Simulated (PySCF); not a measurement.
Geometries of 3 isomers of C4H8O, from PBE0-D3(BJ)/def2-SVP geometry optimisation, gas phase (PySCF). One conformer each, no zero-point energy, no frequencies.

Question: Which isomer lies lowest at this level?
A.
```xyz
13
angstrom
C      1.739   -0.478   -0.153
C      0.861    0.716   -0.338
C     -0.431    0.845   -0.007
C     -1.325   -0.190    0.601
O     -2.524   -0.338   -0.120
H      2.256   -0.733   -1.092
H      1.191   -1.367    0.189
H      2.529   -0.270    0.588
H      1.349    1.589   -0.789
H     -0.929    1.800   -0.209
H     -1.622    0.130    1.615
H     -0.795   -1.154    0.723
H     -2.285   -0.543   -1.031
```
B.
```xyz
13
angstrom
C     -0.156    1.241   -0.968
C     -0.337   -0.041   -0.612
C     -1.394   -0.932   -1.174
O      0.405   -0.709    0.298
C      1.450   -0.028    0.929
H     -0.813    1.687   -1.714
H      0.624    1.873   -0.544
H     -2.009   -0.406   -1.914
H     -2.044   -1.304   -0.366
H     -0.934   -1.814   -1.648
H      1.923   -0.736    1.621
H      1.081    0.844    1.498
H      2.203    0.324    0.201
```
C.
```xyz
13
angstrom
C     -1.821   -0.125    0.840
C     -0.446   -0.555    0.374
C      0.490    0.606    0.101
C      1.896    0.252   -0.322
O      0.129    1.753    0.213
H     -2.464   -0.995    1.036
H     -1.755    0.472    1.762
H     -2.311    0.507    0.085
H     -0.503   -1.155   -0.552
H      0.044   -1.219    1.108
H      2.390   -0.351    0.456
H      1.880   -0.359   -1.238
H      2.471    1.169   -0.500
```

Answer: C. That is `C(C)C(C)=O` (2-butanone), 22.2 kcal/mol below the next.

```tsv
SMILES	atoms numbered as above	E (Eh)	relative (kcal/mol)	relative (kJ/mol)	dipole (D)
CCC(C)=O	[CH3:1][CH2:2][C:3]([CH3:4])=[O:5]	-232.03282	0.0	0.0	2.73
C=C(C)OC	[CH2:1]=[C:2]([CH3:3])[O:4][CH3:5]	-231.99740	22.2	93.0	0.57
C/C=C\CO	[CH3:1]/[CH:2]=[CH:3]\[CH2:4][OH:5]	-231.99474	23.9	100.0	1.92
```

As drawn, the lowest has a C=O bond, which the highest lacks; the highest has an O–H bond and a C=C bond outside aromatic rings, which the lowest lacks.
